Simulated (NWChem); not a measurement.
fluoromethane (CH$_{3}$F); SMILES CF

```xyz
5

C      0.0000     0.0000    -0.6018
F      0.0000     0.0000     0.7616
H      0.7326     0.7326    -0.9796
H      0.2681    -1.0007    -0.9796
H     -1.0007     0.2681    -0.9796
```
Atoms are numbered in this order, from 1.

Program: NWChem. Structure relaxed at the PBE0/def2-SVP level. Isolated, static molecule.

GIAO at PBE0/pcSseg-1: principal shieldings of F2 are 411.2, 487.2, 487.2 ppm; an isolated trichlorofluoromethane molecule has σ = 177.1 ppm at the same levels.

Q: Find the isotropic 19F shift, its principal values, the span and the skew.

A: 
1. σ(iso) = one third of the sum = 461.9 ppm.
2. δ = σ(reference) − σ = -284.8 ppm against trichlorofluoromethane.
3. δ11, δ22, δ33 = -234.1, -310.1, -310.1 ppm.
4. Span Ω = δ11 − δ33 = 76.0 ppm; skew κ = 3(δ22 − δ(iso))/Ω = -1.00.
